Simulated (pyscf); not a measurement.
PySCF, gas phase, ωB97X-D3(BJ)/def2-SVP geometries.

For H₂N–SiH(Cl)–Cl (SMILES N[SiH](Cl)Cl) + H₂O (SMILES O) → H₂N–SiH(OH)–Cl (SMILES N[SiH](O)Cl) + HCl (SMILES Cl), a four-centre exchange (singlet surface; Cl–Si, H–O broken, O–Si, Cl–H formed), PBE/def2-TZVP gives ΔE‡ = 7.3 kcal/mol and ΔE = -1.7 kcal/mol (zero: the separated reactants). In which direction and how far do r²SCAN/def2-TZVP, PBE0-D3(BJ)/def2-TZVP, ωB97M-D3(BJ)/def2-TZVP move these?

r²SCAN: ΔE‡ = 6.8 kcal/mol, ΔE = -2.8 kcal/mol; PBE0-D3(BJ): ΔE‡ = 7.6 kcal/mol, ΔE = -1.3 kcal/mol; ωB97M-D3(BJ): ΔE‡ = 8.8 kcal/mol, ΔE = -2.9 kcal/mol. PBE's barrier lies among them. Its reaction energy lies among theirs. Here PBE stays close to the other levels. On the reactant side the descent ends in an adduct with a O–Si contact, 5.4 kcal/mol over the separated species and 4.3 kcal/mol under the saddle at ωB97X-D3(BJ)/def2-TZVP. On the product side the descent ends in a complex, 5.4 kcal/mol under the separated species and 16.0 kcal/mol under the saddle at ωB97X-D3(BJ)/def2-TZVP. What is counted as formed (O–Si) is already present as a longer contact in the reactant adduct; forming that adduct is a step of its own. This is the saddle that the search found; another between the same sides may lie lower.
